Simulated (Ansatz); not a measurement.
**Re (model structure, started from the omega type, P6/mmm, No. 191, 3 atoms in the cell): c axis length by level of theory**

No measured value is used here.

| level (code) | value (Å) |
|---|---|
| PBE (Ansatz) | 2.743 |
| PBEsol (Ansatz) | 2.716 |
| PBE-D3(BJ) (Ansatz) | (withheld) |

Question: Fill in the missing entries.

Answer: 
- PBE-D3(BJ) (Ansatz, a program for electronic structure), value (Å): 2.722

Density-functional levels without +SOC have no spin–orbit coupling. Ansatz's density-functional and Hartree–Fock values are scalar-relativistic unless marked +SOC, with PAW data made under PBE.

A model structure was made by putting elements into a prototype or built by hand; it is no filed structure, need not be a known phase, and can be a saddle point held by its symmetry.
